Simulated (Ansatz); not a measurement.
2H WSe2, treated with r²SCAN (Ansatz, a first-principles code, plane waves, PAW).

Numerical settings: plane-wave cutoff 560 eV, 12×12×4 k mesh (along the axes of the cell as run), Fermi–Dirac smearing 0.01 eV, no spin polarisation, scalar-relativistic PAW data made under PBE.

Cell (relaxed at this level):

```cif
data_Se4W2
_chemical_formula_sum 'W2 Se4'
_space_group_name_H-M_alt 'P 1'
_space_group_IT_number 1
_cell_length_a 3.31525
_cell_length_b 3.31525
_cell_length_c 13.71708
_cell_angle_alpha 90.000
_cell_angle_beta 90.000
_cell_angle_gamma 120.000
loop_
_space_group_symop_operation_xyz
  'x, y, z'
loop_
_atom_site_label
_atom_site_type_symbol
_atom_site_fract_x
_atom_site_fract_y
_atom_site_fract_z
_atom_site_occupancy
W1 W 0.33333 0.66667 0.25000 1
W2 W 0.66667 0.33333 0.75000 1
Se1 Se 0.33333 0.66667 0.87113 1
Se2 Se 0.66667 0.33333 0.37113 1
Se3 Se 0.66667 0.33333 0.12887 1
Se4 Se 0.33333 0.66667 0.62887 1
```

Question: What does this level give for the bulk modulus B0, band gap, smallest direct gap on the k points sampled and direct gap at Γ?

Answer: 
* **bulk modulus B0**: 18.3 GPa
* **band gap**: 1.33 eV
* **smallest direct gap on the k points sampled**: 1.59 eV
* **direct gap at Γ**: 2.85 eV

Measured, for comparison: band gap 1.2 eV (room temperature, not corrected to a static lattice, bulk 2H; as tabulated in Bastos et al. (2019), arXiv:1903.08112); bulk modulus 72 ± 1 GPa (room temperature, not corrected to a static lattice; as tabulated in High-Pressure X-ray Diffraction Study of Tungsten Diselenide, J. Phys. Chem. …). Computed (rounded) less measured: bulk modulus -75 %.

Note: for a layered or molecular solid the relaxed cell lies over 5 % above the published volume, where the minimum can be shallow; the cell comes from a level without a dispersion term, which matters for the spacing of layers, chains or molecules; the bulk modulus comes from volumes at which shape and atoms were relaxed.

Spin–orbit coupling is not included.

Static lattice: no zero-point or thermal effects.

Computing time: about 22 core-minutes (a rough figure).
